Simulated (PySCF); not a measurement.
AlF was optimised in PySCF in the def2-TZVP basis family (density fitting, no spin–orbit coupling) with several functionals.

One of them gave a singlet of C∞v symmetry with a mean bond of 1.672 Å to Al, wavenumbers 773 cm⁻¹ and a HOMO–LUMO gap of 5.51 eV.

Question: Which level of theory was it?
A. PBE
B. PBE0
C. B3LYP

Answer: C. That is B3LYP, with Al–F 1.672 Å. The others give PBE 1.685 Å and 749 cm⁻¹ for the highest mode; PBE0 1.664 Å and 786 cm⁻¹ for the highest mode.

Each species is the lowest minimum found with this bonding; other isomers or fragments can lie lower.
